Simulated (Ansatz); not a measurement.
## Relaxing Ti₂H

Computed with DFT r2SCAN, scalar-relativistic, plane waves, PAW (Ansatz). Cutoff 500 eV, Γ-centred k mesh, Gaussian smearing, no spin polarisation in the final step.

This is the end of a relaxation of cell and atoms.

```
CELL_PARAMETERS angstrom
4.22581 0.00000 0.00000
0.00000 4.22581 0.00000
0.00000 0.00000 4.22581
ATOMIC_POSITIONS crystal
Ti 0.25000 0.75000 0.25000
Ti 0.75000 0.25000 0.25000
Ti 0.25000 0.25000 0.75000
Ti 0.75000 0.75000 0.75000
H 0.00000 0.00000 0.00000
H 0.50000 0.50000 0.50000
```

Energies over the elements count from the elements' standard structures at the same level (H₂ as a molecule), with no empirical corrections.

What space group does it have?

Pn-3m (No. 224). Conventional cell: a = 4.226 Å. Ti is coordinated by 2 H at 1.83 Å; around H lie 4 Ti at 1.83 Å.

How far does it lie from the elements in energy?

-0.25 eV/atom.

Is it a metal?

Yes, bands cross the Fermi level on the 10×10×10 mesh.

The final run used a 10×10×10 mesh on its 6-atom cell and 0.10 eV smearing. For metals, differences of a few meV/atom aren't resolved.

Cost: 2 runs of about 1.2 core-minutes in all, on Arm Neoverse V1 (shared hosts).